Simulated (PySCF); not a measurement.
Gas-phase reaction: BF3.H2O + B2O2 + H2O + 2 OH ⇌ 3 BF(OH)2

Energies from PySCF, thermal terms from the rigid-rotor harmonic-oscillator model, ideal gas at 1 bar. † marks an energy on the PBE0/def2-TZVP geometry and frequencies. CCSD(T) freezes the core. Open shells (unrestricted): OH (multiplicity 2); the rest are closed-shell singlets. Spin-orbit splitting is ignored; it lowers the true energy and changes the entropy of OH. Adducts (BF3.H2O) have no counterpoise correction, and HF, PBE, BLYP, B3LYP and PBE0 lack dispersion. BF3.H2O, BF(OH)2: computed as isolated molecules; such fragments, hydroxides, amides, oligomers or adducts are transient or little studied in the gas. CCSD(T) isn't extrapolated to the basis-set limit. Warning, large T1 diagnostic: B2O2 (CCSD(T)/def2-TZVPP†).

```json
[
 {"level": "BLYP/def2-TZVP†", "ΔH°(298 K), kJ": "(withheld)"},
 {"level": "CCSD(T)/def2-TZVPP†", "ΔH°(298 K), kJ": "(withheld)"},
 {"level": "HF/def2-TZVP†", "ΔH°(298 K), kJ": "-986"},
 {"level": "r2SCAN/def2-TZVP†", "ΔH°(298 K), kJ": "-1123"},
 {"level": "ωB97M-V/def2-TZVP†", "ΔH°(298 K), kJ": "-1133"}
]
```

Question: Some entries are withheld; supply them.

Answer: 
- BLYP/def2-TZVP†, ΔH°(298 K), kJ: -1059
- CCSD(T)/def2-TZVPP†, ΔH°(298 K), kJ: -1099
